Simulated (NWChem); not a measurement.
Electron attachment to Si (+1)

```
Si
```
Charge +1, spin multiplicity 2.

Program: NWChem.

Basis set: def2-TZVPD. −ε marks an orbital energy of the parent.

B3LYP has NWChem's definition, with VWN1-RPA local correlation. The stability of the SCF solutions was not checked. Open-shell Hartree-Fock references start from PBE0 orbitals.

Task: One of these methods gave a vertical electron affinity of 7.15 eV. Which?
A) evGW0@PBE
B) −ε(alpha LUMO) of B3LYP
C) −ε(alpha LUMO) of HF
D) −ε(alpha LUMO) of BHandHLYP

Result: C, −ε(alpha LUMO) of HF. The others give 9.61 (−ε(alpha LUMO) of BHandHLYP), 8.00 (evGW0@PBE), 10.97 (−ε(alpha LUMO) of B3LYP).
